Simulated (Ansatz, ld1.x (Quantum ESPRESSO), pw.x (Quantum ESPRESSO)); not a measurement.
**tungsten (sc): variants of one TM potential in the solid**

```json
{"Element": "tungsten", "Generator": "ld1.x (Quantum ESPRESSO) 7.5", "Type": "norm-conserving Troullier–Martins (Kleinman–Bylander form)", "Functional": "LDA (PW92)", "Relativity": "scalar-relativistic", "Frozen core": "[Xe] 4f14", "Valence charge": "6", "Reference configuration": "5d4 6s1.5 6p0.5", "Partial waves": "6p (bound): rc 2.65 bohr; 5d (bound): rc 1.70 bohr; 6s (bound): rc 1.95 bohr", "Local potential": "the s channel", "Core correction": "a·sin(br)/r model core inside 1.00 bohr"}
```

Crystal test: sc W in pw.x 7.5, no spin, 13³ k-points, Fermi–Dirac smearing 0.01 Ry, cutoffs set for each file from its atomic test. The reference is all-electron LAPW (Ansatz 0.2.0) with the same functional, mesh and smearing; V0 and B0 come from Birch–Murnaghan fits to the pressures at five volumes. Errors are pseudo minus all-electron; Δ is the rms difference of the E(V) curves that follow from these fits, minima aligned, over ±6 % about the mean V0. Mesh and smearing are coarse, so the numbers serve the comparison and aren't converged zero-temperature values; the lattice is a test structure that the element need not adopt.

All-electron: a0 = 2.590 Å (V0 = 17.36 Å³/atom), B0 = 240.5 GPa.

Base: The largest radius (2.65 bohr) exceeds half the bond length (2.45 bohr), so the spheres overlap, which is one possible source of error among others.

2 further variants are left out: they gave no file fit for a test, a broken result, the same result as the base, or pressures whose basis-set error rivals the error shown.

```tsv
change	cutoffs (Ry)	pw.x	a0 (Å)	a0 error (%)	B0 error (%)	Δ (meV/atom)	mean pressure error (GPa)
base	70/280	converged	2.602	+0.50	-1.1	13.6	+3.55
wave 6p (bound): rc 2.65 bohr becomes 6p (bound): rc 2.74 bohr	70/280	converged	2.602	+0.46	-1.3	12.7	+3.30
wave 6p (bound): rc 2.65 bohr becomes 6p (bound): rc 3.34 bohr	70/280	converged	2.598	+0.32	-1.5	8.7	+2.27
wave 6p (bound): rc 2.65 bohr becomes 6p (bound): rc 3.76 bohr	70/280	converged	2.601	+0.43	-1.5	11.7	+3.03
```
